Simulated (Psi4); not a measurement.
# One shape, several levels: singlet [AlF2]+

We compute a comparison of 4 runs (BHLYP/def2-TZVPP, M06-2X/def2-TZVPP, wB97M-V/def2-TZVPP, wB97X/def2-TZVPP) of singlet [AlF2]+. 

The results are computed with Psi4 1.11.

### Step 1. The structure to begin with

[AlF2]+: 3 atoms, total charge +1, spin state singlet. SMILES of the parent species: `[F][Al][F]`. Geometry: relaxed at PBE0-D4/def2-TZVP. That shape belongs to the parent species and isn't relaxed for this state.

Bond lengths: F1–Al2 1.647 Å, Al2–F3 1.647 Å. Angles: F1–Al2–F3 119.7°.

### Step 2. Energy and forces at BHLYP/def2-TZVPP (run 1)

Input file input.in:

```
memory 1600 mb

molecule mol {
  1 1
  F      0.533000    -1.361200     0.136400
  Al     0.388700     0.275400     0.245200
  F     -0.932500     1.021000    -0.394800
  symmetry c1
}

set puream true
set e_convergence 1e-09
set d_convergence 1e-08
set scf_type pk
set dft_radial_points 99
set dft_spherical_points 590

result, w = gradient("bhhlyp/def2-TZVPP", return_wfn=True)
oeprop(w, "WIBERG_LOWDIN_INDICES", "MULLIKEN_CHARGES", "DIPOLE")
```

Command:

```bash
psi4 -i input.in -o input.out -n 1
```

input.out:

```text
[...]
  Running in c1 symmetry.
[...]
  Nuclear repulsion =   90.260752901983039
[...]
  Multiplicity = 1
[...]
  Nalpha       = 15
  Nbeta        = 15
[...]
    Number of basis functions: 104
[...]
   @RKS iter   1:  -441.75157670743971   -3.55145e-01   6.29012e-03 ADIIS/DIIS
[...]
   @RKS iter  10:  -441.90094573408868   -2.99565e-11   9.67150e-09 DIIS
[...]
  @RKS Final Energy:  -441.90094573408868
   => Energetics <=
    Nuclear Repulsion Energy =             90.2607529019830395
    One-Electron Energy =                -787.6498056592495232
    Two-Electron Energy =                 275.7959971514437711
    DFT Exchange-Correlation Energy =     -20.3078901282660240
    Empirical Dispersion Energy =           0.0000000000000000
    VV10 Nonlocal Energy =                  0.0000000000000000
    Total Energy =                       -441.9009457340886797
[...]
  -Total Gradient:
     Atom            X                  Y                   Z
    ------   -----------------  -----------------  -----------------
       1       -0.017085369791    -0.046731289001    -0.000000000000
       2        0.066717809321     0.042925034443     0.000000000000
       3       -0.049604929456     0.003823953725    -0.000000000000
[...]
 Multipole Moments:
 ------------------------------------------------------------------------------------
     Multipole            Electronic (a.u.)      Nuclear  (a.u.)        Total (a.u.)
 ------------------------------------------------------------------------------------
 L = 1.  Multiply by 2.5417464519 to convert [e a0] to [Debye]
 Dipole X            :          1.9407072            0.1678201            2.1085273
 Dipole Y            :          1.2484802            0.1079606            1.3564408
 Dipole Z            :          0.0000000           -0.0000000            0.0000000
 Magnitude           :                                                    2.5071536
[...]
  Mulliken Charges: (a.u.)
   Center  Symbol    Alpha    Beta     Spin     Total
       1     F     4.60341  4.60341  0.00000 -0.20682
       2    AL     5.79318  5.79318  0.00000  1.41364
       3     F     4.60341  4.60341  0.00000 -0.20682
   Total alpha = 15.00000, Total beta = 15.00000, Total charge =  1.00000
  Wiberg Bond Indices using Orthogonal Lowdin Orbitals:
[...]
```

Run time: 11 s. Hardware: 1 thread of Intel Xeon 6975P-C (Granite Rapids), shared host; peak memory 0.64 GiB.

### Step 3. Energy and forces at M06-2X/def2-TZVPP (run 2)

Input file alf2_ase.py:

```python
import numpy as np
from ase.calculators.psi4 import Psi4
from ase import Atoms

a = Atoms(['F', 'Al', 'F'], positions=[
    [0.533000, -1.361200, 0.136400],
    [0.388700, 0.275400, 0.245200],
    [-0.932500, 1.021000, -0.394800],
])
calc = Psi4(atoms=a, method='m06-2x', basis='def2-TZVPP', memory='1600MB', num_threads=1, charge=1, multiplicity=1, label='calc', reference='rks')
calc.psi4.set_options({'puream': True, 'e_convergence': 1e-09, 'd_convergence': 1e-08, 'scf_type': 'pk', 'dft_radial_points': 99, 'dft_spherical_points': 590})
a.calc = calc

forces = a.get_forces()
print(f'energy: {a.get_potential_energy():.6f} eV')
print('forces / eV A^-1')
print(np.round(forces, 5))
```

Command:

```bash
python alf2_ase.py
```

calc.dat:

```text
[...]
  Running in c1 symmetry.
[...]
  Nuclear repulsion =   90.260752901983054
[...]
  Multiplicity = 1
[...]
  Nalpha       = 15
  Nbeta        = 15
[...]
    Number of basis functions: 104
[...]
   @RKS iter   1:  -441.74062795942604   -3.55718e-01   5.91314e-03 ADIIS/DIIS
[...]
   @RKS iter  10:  -441.88023740046509   -7.02585e-11   9.85225e-09 DIIS
[...]
    Orbital Energies [Eh]
    ---------------------
    Doubly Occupied:
       1A    -57.267546     2A    -25.487566     3A    -25.487562
       4A     -4.787830     5A     -3.294229     6A     -3.292613
       7A     -3.287959     8A     -1.560133     9A     -1.551902
      10A     -0.834888    11A     -0.793814    12A     -0.775945
      13A     -0.773684    14A     -0.760247    15A     -0.754566
[...]
  @RKS Final Energy:  -441.88023740046509
   => Energetics <=
    Nuclear Repulsion Energy =             90.2607529019830537
    One-Electron Energy =                -787.4529750851500012
    Two-Electron Energy =                 274.0587022208661665
    DFT Exchange-Correlation Energy =     -18.7467174381643780
    Empirical Dispersion Energy =           0.0000000000000000
    VV10 Nonlocal Energy =                  0.0000000000000000
    Total Energy =                       -441.8802374004650915
[...]
 Multipole Moments:
 ------------------------------------------------------------------------------------
     Multipole            Electronic (a.u.)      Nuclear  (a.u.)        Total (a.u.)
 ------------------------------------------------------------------------------------
 L = 1.  Multiply by 2.5417464519 to convert [e a0] to [Debye]
 Dipole X            :          1.6186328            0.1418847            1.7605175
 Dipole Y            :          1.2254253            0.1074172            1.3328425
 Dipole Z            :          1.0298516            0.0902738            1.1201254
 Magnitude           :                                                    2.4759992
[...]
  -Total Gradient:
     Atom            X                  Y                   Z
    ------   -----------------  -----------------  -----------------
       1       -0.012676163677    -0.041518669322    -0.011733240311
       2        0.052090580655     0.039441476610     0.033143098297
       3       -0.039468164662     0.002036403208    -0.021444066153
[...]
```

The script printed:

```text
Memory set to   1.490 GiB by Python driver.
  Threads set to 1 by Python driver.

  Memory set to   1.490 GiB by Python driver.
  Threads set to 1 by Python driver.
energy: -12024.173716 eV
forces / eV A^-1
[[ 0.65183  2.13498  0.60335]
 [-2.67861 -2.02816 -1.70429]
 [ 2.02953 -0.10472  1.1027 ]]
```

Wall time 15 s (1 thread of Intel Xeon 6975P-C (Granite Rapids), shared host); peak memory 0.71 GiB.

Run 3 isn't shown in full; the table further down has it.

### Step 4. Energy and forces at wB97X/def2-TZVPP (run 4)

Input file job.dat:

```
memory 1.6 GB

molecule m {
  1 1
  F      0.533000    -1.361200     0.136400
  Al     0.388700     0.275400     0.245200
  F     -0.932500     1.021000    -0.394800
  units angstrom
  symmetry c1
}

set basis def2-TZVPP
set puream true
set e_convergence 1e-09
set d_convergence 1e-08
set scf_type pk
set dft_radial_points 99
set dft_spherical_points 590

result, w = gradient("wb97x", return_wfn=True)
oeprop(w, "DIPOLE", "MAYER_INDICES", "MULLIKEN_CHARGES")
```

Command:

```bash
psi4 -i job.dat -o job.out -n 1
```

job.out:

```text
[...]
  Running in c1 symmetry.
[...]
  Nuclear repulsion =   90.260752901983039
[...]
  Multiplicity = 1
[...]
  Nalpha       = 15
  Nbeta        = 15
[...]
    Number of basis functions: 104
[...]
   @RKS iter   1:  -441.77333890791249   -4.31376e-01   6.45113e-03 DIIS/ADIIS
[...]
   @RKS iter  12:  -441.92439263797269   -4.66116e-12   2.78432e-09 DIIS
[...]
    Orbital Energies [Eh]
    ---------------------
    Doubly Occupied:
       1A    -56.461355     2A    -24.977421     3A    -24.977417
       4A     -4.649662     5A     -3.201920     6A     -3.200112
       7A     -3.193499     8A     -1.538152     9A     -1.529583
      10A     -0.852677    11A     -0.812284    12A     -0.790683
      13A     -0.788463    14A     -0.773666    15A     -0.766469
[...]
  @RKS Final Energy:  -441.92439263797269
   => Energetics <=
    Nuclear Repulsion Energy =             90.2607529019830395
    One-Electron Energy =                -787.5162105692879777
    Two-Electron Energy =                 284.5836238551025303
    DFT Exchange-Correlation Energy =     -29.2525588257703504
    Empirical Dispersion Energy =           0.0000000000000000
    VV10 Nonlocal Energy =                  0.0000000000000000
    Total Energy =                       -441.9243926379726872
[...]
  -Total Gradient:
     Atom            X                  Y                   Z
    ------   -----------------  -----------------  -----------------
       1       -0.016859955635    -0.036392229841    -0.000000000000
       2        0.057159745139     0.036776363363    -0.000000000000
       3       -0.040102684268    -0.000257420753    -0.000000000000
[...]
 Multipole Moments:
 ------------------------------------------------------------------------------------
     Multipole            Electronic (a.u.)      Nuclear  (a.u.)        Total (a.u.)
 ------------------------------------------------------------------------------------
 L = 1.  Multiply by 2.5417464519 to convert [e a0] to [Debye]
 Dipole X            :          1.9094649            0.1678201            2.0772851
 Dipole Y            :          1.2283820            0.1079606            1.3363426
 Dipole Z            :          0.0000000           -0.0000000            0.0000000
 Magnitude           :                                                    2.4700050
[...]
  Mulliken Charges: (a.u.)
   Center  Symbol    Alpha    Beta     Spin     Total
       1     F     4.58631  4.58631  0.00000 -0.17263
       2    AL     5.82737  5.82737  0.00000  1.34525
       3     F     4.58631  4.58631  0.00000 -0.17262
   Total alpha = 15.00000, Total beta = 15.00000, Total charge =  1.00000
  Mayer Bond Indices:
[...]
```

Run time: 17 s. Hardware: 1 thread of Intel Xeon 6975P-C (Granite Rapids), shared host; peak memory 0.75 GiB.

### Step 5. The series

```csv
run,level,task,energy (Eh),HOMO energy (eV),LUMO energy (eV),HOMO–LUMO gap (eV),wall time
1,BHLYP/def2-TZVPP,gradient,-441.900946,-20.41,-11.34,9.07,11 s
2,M06-2X/def2-TZVPP,gradient,-441.880237,-20.53,-11.05,9.49,15 s
3,wB97M-V/def2-TZVPP,energy,-441.916427,-20.92,-9.98,10.94,22 s
4,wB97X/def2-TZVPP,gradient,-441.924393,-20.86,-9.29,11.57,17 s
```

### Step 6. Summary of results

```
                       quantity          value
            run 4: total energy  -441.92439 Eh
             run 4: HOMO energy      -20.86 eV
             run 4: LUMO energy       -9.29 eV
           run 4: HOMO–LUMO gap       11.57 eV
run 4: largest force on an atom     3.495 eV/Å
```

The HOMO–LUMO gap runs from 9.07 eV (BHLYP/def2-TZVPP) to 11.57 eV (wB97X/def2-TZVPP). Totals of different functionals can't be ranked against each other. All runs together took 64 s, the longest 22 s.
